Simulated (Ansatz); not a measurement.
Al (model structure, started from the beta-Sn type, I4₁/amd, No. 141, 2 atoms in the cell): properties by level of theory

```json
[
 {"level (code)": "PBE (Ansatz)", "lattice constant a (Å)": "?", "c axis length (Å)": "?"},
 {"level (code)": "PBEsol (Ansatz)", "lattice constant a (Å)": "?", "c axis length (Å)": "2.716"},
 {"level (code)": "PBE-D3(BJ) (Ansatz)", "lattice constant a (Å)": "5.229", "c axis length (Å)": "2.700"},
 {"level (code)": "r²SCAN (Ansatz)", "lattice constant a (Å)": "?", "c axis length (Å)": "2.699"}
]
```

Problem. Fill in the missing entries.

Solution. 
- PBE (Ansatz, a first-principles code), lattice constant a (Å): 5.300
- PBE (Ansatz), c axis length (Å): 2.734
- PBEsol (Ansatz), lattice constant a (Å): 5.260
- r²SCAN (Ansatz), lattice constant a (Å): 5.278

Ansatz's density-functional and Hartree–Fock values are scalar-relativistic unless marked +SOC, with PAW data made under PBE.

Computed values are for the static lattice.

A model structure was made by putting elements into a prototype or built by hand; it is no filed structure, need not be a known phase, and can be a saddle point held by its symmetry.
